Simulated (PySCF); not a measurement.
Rows and methods have been separated. Pair them.

Compound: difluorodisulfane, S₂F₂.
SMILES with atom numbers: `[F:1][S:2][S:3][F:4]`

The closed-shell ground state was solved 3 times with PySCF (density fitting, gas phase), always in the aug-cc-pVTZ basis (192 functions), with these functionals: CAM-B3LYP, PBE0 and wB97X-D. Isolated species at its PBE0-D3(BJ)/def2-TZVP geometry, gas phase.

```
row  total energy (Eh)  HOMO (eV)  LUMO (eV)  dipole (D)
  P          -995.6938      -8.52      -1.74        1.36
  Q          -996.0905     -10.37       0.08        1.38
  R          -996.1354      -9.89      -0.65        1.48
```

Problem. Which functional belongs to which row?

Solution. P = PBE0, Q = wB97X-D, R = CAM-B3LYP. By rising HOMO–LUMO gap: PBE0 (global hybrid, 25 % exact exchange) 6.78 eV; CAM-B3LYP (range-separated hybrid) 9.24 eV; wB97X-D (range-separated hybrid) 10.45 eV. Total energies of different functionals aren't bounds to one another; each is stationary for its own functional.

Conformer computed: `[F:1][S:2][S:3][F:4]`: F1–S2–S3–F4 -88°.

wB97X-D is run here without its empirical dispersion term; that term would change no orbital, density or response property at a fixed geometry.
